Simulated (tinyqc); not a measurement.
Inside a calculation. Method: MP2 on RHF in the sto-3g basis, frozen core, for OH-, spin multiplicity 1. The basis has no diffuse functions, so it cannot describe the extra electron: this is an exercise in the method, not the real anion. Computed by tinyqc, a small Python program that keeps every step (integrals from PySCF). Settings: charge = -1, multiplicity = 1, basis = sto-3g, method = RHF, frozen orbitals = 1, energy threshold = 1e-10, iteration cap = 86, orthogonalisation = canonical, start = core, DIIS depth = 6. Command: `OMP_NUM_THREADS=1 python tinyqc.py 21746 21747 out.jsonl` (the two numbers bound the seeds that draw the settings). One thread of a shared host (Intel(R) Xeon(R) Processor @ 2.60GHz), about 0.1 s of CPU time with the checks. The early iterations of the SCF are left out here.

## One-electron integrals

Geometry (angstrom):
```
atom,x,y,z
O,0.000000,0.000000,0.000000
H,0.000000,0.000000,1.393000
```

Basis sto-3g: exponents (1/bohr^2) and contraction coefficients of normalised primitives:
```
element,l (shell),exponent,coefficient
O,s (1),130.709320,0.154329
O,s (1),23.808861,0.535328
O,s (1),6.443608,0.444635
O,s (2),5.033151,-0.099967
O,s (2),1.169596,0.399513
O,s (2),0.380389,0.700115
O,p (3),5.033151,0.155916
O,p (3),1.169596,0.607684
O,p (3),0.380389,0.391957
H,s (1),3.425251,0.154329
H,s (1),0.623914,0.535328
H,s (1),0.168855,0.444635
```

Overlap, kinetic and nuclear-attraction integrals over the contracted functions; the nuclear repulsion is the sum of Za Zb / Rab.

nuclear repulsion = 3.03906510 hartree

overlap S:
```
,1O 1s,1O 2s,1O 2px,1O 2py,1O 2pz,2H 1s
1O 1s,1.000000,0.236704,0.000000,0.000000,0.000000,0.019490
1O 2s,0.236704,1.000000,0.000000,0.000000,0.000000,0.240019
1O 2px,0.000000,0.000000,1.000000,0.000000,0.000000,0.000000
1O 2py,0.000000,0.000000,0.000000,1.000000,0.000000,0.000000
1O 2pz,0.000000,0.000000,0.000000,0.000000,1.000000,0.232137
2H 1s,0.019490,0.240019,0.000000,0.000000,0.232137,1.000000
```

kinetic energy T (hartree):
```
,1O 1s,1O 2s,1O 2px,1O 2py,1O 2pz,2H 1s
1O 1s,29.003200,-0.168011,0.000000,0.000000,0.000000,-0.006216
1O 2s,-0.168011,0.808128,0.000000,0.000000,0.000000,0.004782
1O 2px,0.000000,0.000000,2.528731,0.000000,0.000000,0.000000
1O 2py,0.000000,0.000000,0.000000,2.528731,0.000000,0.000000
1O 2pz,0.000000,0.000000,0.000000,0.000000,2.528731,0.061351
2H 1s,-0.006216,0.004782,0.000000,0.000000,0.061351,0.760032
```

nuclear attraction V (hartree):
```
,1O 1s,1O 2s,1O 2px,1O 2py,1O 2pz,2H 1s
1O 1s,-60.998338,-7.272999,0.000000,0.000000,-0.007330,-0.612186
1O 2s,-7.272999,-9.431584,0.000000,0.000000,-0.092060,-1.602082
1O 2px,0.000000,0.000000,-9.343063,0.000000,0.000000,0.000000
1O 2py,0.000000,0.000000,0.000000,-9.343063,0.000000,0.000000
1O 2pz,-0.007330,-0.092060,0.000000,0.000000,-9.390896,-1.343838
2H 1s,-0.612186,-1.602082,0.000000,0.000000,-1.343838,-4.246336
```

core Hamiltonian H = T + V (hartree):
```
,1O 1s,1O 2s,1O 2px,1O 2py,1O 2pz,2H 1s
1O 1s,-31.995138,-7.441010,0.000000,0.000000,-0.007330,-0.618402
1O 2s,-7.441010,-8.623456,0.000000,0.000000,-0.092060,-1.597300
1O 2px,0.000000,0.000000,-6.814332,0.000000,0.000000,0.000000
1O 2py,0.000000,0.000000,0.000000,-6.814332,0.000000,0.000000
1O 2pz,-0.007330,-0.092060,0.000000,0.000000,-6.862165,-1.282487
2H 1s,-0.618402,-1.597300,0.000000,0.000000,-1.282487,-3.486304
```

## Two-electron integrals

Functions are numbered as in S; the eight-fold symmetry (ij|kl) = (ji|kl) = (kl|ij) leaves the list below.

Two-electron integrals (ij|kl) in chemists' order, unique and non-zero (hartree):
```
i,j,k,l,(ij|kl)
1,1,1,1,4.785065
2,1,1,1,0.741380
2,1,2,1,0.136873
2,2,1,1,1.118947
2,2,2,1,0.256633
2,2,2,2,0.817206
3,1,3,1,0.024477
3,2,3,1,0.037809
3,2,3,2,0.180518
3,3,1,1,1.115814
3,3,2,1,0.256684
3,3,2,2,0.817023
3,3,3,3,0.880159
4,1,4,1,0.024477
4,2,4,1,0.037809
4,2,4,2,0.180518
4,3,4,3,0.047444
4,4,1,1,1.115814
4,4,2,1,0.256684
4,4,2,2,0.817023
4,4,3,3,0.785270
4,4,4,4,0.880159
5,1,5,1,0.024477
5,2,5,1,0.037809
5,2,5,2,0.180518
5,3,5,3,0.047444
5,4,5,4,0.047444
5,5,1,1,1.115814
5,5,2,1,0.256684
5,5,2,2,0.817023
5,5,3,3,0.785270
5,5,4,4,0.785270
5,5,5,5,0.880159
6,1,1,1,0.061683
6,1,2,1,0.011305
6,1,2,2,0.021111
6,1,3,3,0.021075
6,1,4,4,0.021075
6,1,5,1,0.000484
6,1,5,2,0.000920
6,1,5,5,0.021187
6,1,6,1,0.000944
6,2,1,1,0.180113
6,2,2,1,0.041961
6,2,2,2,0.151968
6,2,3,3,0.149253
6,2,4,4,0.149253
6,2,5,1,0.003091
6,2,5,2,0.025743
6,2,5,5,0.157243
6,2,6,1,0.003537
6,2,6,2,0.037986
6,3,3,1,0.004003
6,3,3,2,0.024684
6,3,5,3,0.005069
6,3,6,3,0.004910
6,4,4,1,0.004003
6,4,4,2,0.024684
6,4,5,4,0.005069
6,4,6,4,0.004910
6,5,1,1,0.143367
6,5,2,1,0.033788
6,5,2,2,0.130821
6,5,3,3,0.125256
6,5,4,4,0.125256
6,5,5,1,0.006113
6,5,5,2,0.044955
6,5,5,5,0.141799
6,5,6,1,0.002944
6,5,6,2,0.039872
6,5,6,5,0.046350
6,6,1,1,0.377370
6,6,2,1,0.089266
6,6,2,2,0.372728
6,6,3,3,0.360327
6,6,4,4,0.360327
6,6,5,1,0.006976
6,6,5,2,0.082916
6,6,5,5,0.397191
6,6,6,1,0.007545
6,6,6,2,0.128659
6,6,6,5,0.154979
6,6,6,6,0.774606
```

## Orthogonalisation

S = U s U^T; canonical form X = U s^(-1/2), so that X^T S X = 1. Each column of U has its largest component positive (the first on a tie).

eigenvalues of S: 0.625155  0.847701  1.000000  1.000000  1.134797  1.392347

X:
```
,1,2,3,4,5,6
1O 1s,-0.447126,0.675196,0.000000,0.000000,-0.542383,0.333355
1O 2s,0.770895,-0.400529,0.000000,0.000000,-0.337319,0.510859
1O 2px,0.000000,0.000000,0.038949,0.999241,0.000000,0.000000
1O 2py,0.000000,0.000000,0.999241,-0.038949,0.000000,0.000000
1O 2pz,0.472506,0.627559,0.000000,0.000000,0.594907,0.299574
2H 1s,-0.762983,-0.411724,0.000000,0.000000,0.345451,0.506325
```

Within a degenerate level the vectors are fixed only up to a rotation; this is one choice.

## Iteration 8 (converged): orbitals

converged F (hartree):
```
,1O 1s,1O 2s,1O 2px,1O 2py,1O 2pz,2H 1s
1O 1s,-19.541325,-5.002586,0.000000,0.000000,-0.012592,-0.421522
1O 2s,-5.002586,-1.832603,0.000000,0.000000,0.027891,-0.351248
1O 2px,0.000000,0.000000,0.156587,0.000000,0.000000,0.000000
1O 2py,0.000000,0.000000,0.000000,0.156587,0.000000,0.000000
1O 2pz,-0.012592,0.027891,0.000000,0.000000,0.563228,-0.231262
2H 1s,-0.421522,-0.351248,0.000000,0.000000,-0.231262,0.129683
```

Diagonalise F' = X^T F X, C = X C', fill 5 alpha and 5 beta electrons from the bottom; D = 2 C_occ C_occ^T. Each column has its largest component positive (the first on a tie).

F' = X^T F X (hartree):
```
,1,2,3,4,5,6
1,-1.027937,3.480454,0.000000,0.000000,-3.012300,2.290544
2,3.480454,-6.039799,0.000000,0.000000,6.953729,-4.987824
3,0.000000,0.000000,0.156587,0.000000,0.000000,0.000000
4,0.000000,0.000000,0.000000,0.156587,0.000000,0.000000
5,-3.012300,6.953729,0.000000,0.000000,-7.431186,5.897538
6,2.290544,-4.987824,0.000000,0.000000,5.897538,-4.658007
```

orbital energies (hartree): MO1 -19.549441, MO2 -0.599735, MO3 0.097133, MO4 0.156587, MO5 0.156587, MO6 0.895113

coefficients C:
```
,MO1,MO2,MO3,MO4,MO5,MO6
1O 1s,0.994685,-0.256191,0.061785,0.000000,0.000000,-0.047621
1O 2s,0.021804,0.987056,-0.310310,0.000000,0.000000,0.241696
1O 2px,0.000000,0.000000,0.000000,0.999988,-0.004871,0.000000
1O 2py,0.000000,0.000000,0.000000,0.004871,0.999988,0.000000
1O 2pz,0.001242,-0.015794,0.457958,0.000000,0.000000,0.922374
2H 1s,-0.003035,0.134584,0.803826,0.000000,0.000000,-0.680517
```

D after iteration 8:
```
,1O 1s,1O 2s,1O 2px,1O 2py,1O 2pz,2H 1s
1O 1s,2.117698,-0.500718,0.000000,0.000000,0.067154,0.024334
1O 2s,-0.500718,2.142094,0.000000,0.000000,-0.315344,-0.233320
1O 2px,0.000000,0.000000,2.000000,0.000000,0.000000,0.000000
1O 2py,0.000000,0.000000,0.000000,2.000000,0.000000,0.000000
1O 2pz,0.067154,-0.315344,0.000000,0.000000,0.419953,0.731978
2H 1s,0.024334,-0.233320,0.000000,0.000000,0.731978,1.328515
```

Within a degenerate level the vectors are fixed only up to a rotation; this is one choice.

## Convergence

Stop when the energy changes by less than 1e-10 hartree and every element of the error matrix X^T (F D S - S D F) X is below 3e-06.

Course of the cycle:
```
iteration,E (hartree),change,largest element of the error matrix
1,-72.92650153,-,3.93e-01
2,-73.92731197,-1.00e+00,2.66e-01
3,-74.01255180,-8.52e-02,9.94e-02
4,-74.02601574,-1.35e-02,3.96e-03
5,-74.02603415,-1.84e-05,2.85e-04
6,-74.02603424,-9.12e-08,1.41e-05
7,-74.02603424,-3.33e-10,1.62e-06
8,-74.02603424,-4.92e-12,8.76e-11
```

PySCF RHF in the same basis = -74.02603424 hartree

Converged in 8 iterations.

## Integrals over molecular orbitals

(pq|rs) = sum C_ip C_jq C_kr C_ls (ij|kl), one index at a time.

one-electron integrals over orbitals h = C^T H C (hartree):
```
,1,2,3,4,5,6
1,-31.978889,0.621772,-0.144204,0.000000,0.000000,0.113306
2,0.621772,-7.176654,0.592515,0.000000,0.000000,-0.555455
3,-0.144204,0.592515,-4.542024,0.000000,0.000000,-1.604984
4,0.000000,0.000000,0.000000,-6.814332,0.000000,0.000000
5,0.000000,0.000000,0.000000,0.000000,-6.814332,0.000000
6,0.113306,-0.555455,-1.604984,0.000000,0.000000,-5.802727
```

Two-electron integrals over orbitals (pq|rs), unique and non-zero (hartree); the lowest 1 orbital is frozen and left out:
```
p,q,r,s,(pq|rs)
2,2,2,2,0.758757
3,2,2,2,-0.070972
3,2,3,2,0.092655
3,3,2,2,0.508895
3,3,3,2,0.036974
3,3,3,3,0.609816
4,2,4,2,0.164722
4,3,4,2,-0.032168
4,3,4,3,0.020964
4,4,2,2,0.783816
4,4,3,2,-0.084398
4,4,3,3,0.490455
4,4,4,4,0.880159
5,2,5,2,0.164722
5,3,5,2,-0.032168
5,3,5,3,0.020964
5,4,5,4,0.047444
5,5,2,2,0.783816
5,5,3,2,-0.084398
5,5,3,3,0.490455
5,5,4,4,0.785270
5,5,5,5,0.880159
6,2,2,2,0.055019
6,2,3,2,0.064044
6,2,3,3,0.005241
6,2,4,4,0.061163
6,2,5,5,0.061163
6,2,6,2,0.117521
6,3,2,2,0.180662
6,3,3,2,-0.088977
6,3,3,3,-0.048971
6,3,4,4,0.190320
6,3,5,5,0.190320
6,3,6,2,0.008267
6,3,6,3,0.187223
6,4,4,2,0.023683
6,4,4,3,0.016733
6,4,6,4,0.038144
6,5,5,2,0.023683
6,5,5,3,0.016733
6,5,6,5,0.038144
6,6,2,2,0.679501
6,6,3,2,-0.009152
6,6,3,3,0.575562
6,6,4,4,0.674330
6,6,5,5,0.674330
6,6,6,2,0.066965
6,6,6,3,0.099219
6,6,6,6,0.702163
```

## Second-order Moller-Plesset energy

Hartree-Fock energy = -74.02603424 hartree

E2 = sum_ijab (ia|jb) [2 (ia|jb) - (ib|ja)] / (e_i + e_j - e_a - e_b) over occupied i, j and virtual a, b; the opposite-spin part is (ia|jb)^2 / denominator, the rest is same-spin, and SCS-MP2 scales them by 6/5 and 1/3.

Terms:
```
i,j,a,b,(ia|jb),(ib|ja),denominator,term
3,3,6,6,0.187223,0.187223,-1.595960,-0.021963
2,2,6,6,0.117521,0.117521,-2.989696,-0.004620
5,5,6,6,0.038144,0.038144,-1.477052,-0.000985
4,4,6,6,0.038144,0.038144,-1.477052,-0.000985
3,2,6,6,0.008267,0.008267,-2.292828,-0.000030
2,3,6,6,0.008267,0.008267,-2.292828,-0.000030
```

Pair energies (hartree; pair i-j sums ij and ji):
```
pair,opposite spin,same spin
2-2,-0.004620,0.000000
3-2,-0.000060,0.000000
3-3,-0.021963,0.000000
4-4,-0.000985,0.000000
5-5,-0.000985,0.000000
```

MP2 correlation energy = -0.02861252 hartree

SCS-MP2 correlation energy = -0.03433503 hartree

MP2 total energy = -74.05464676 hartree
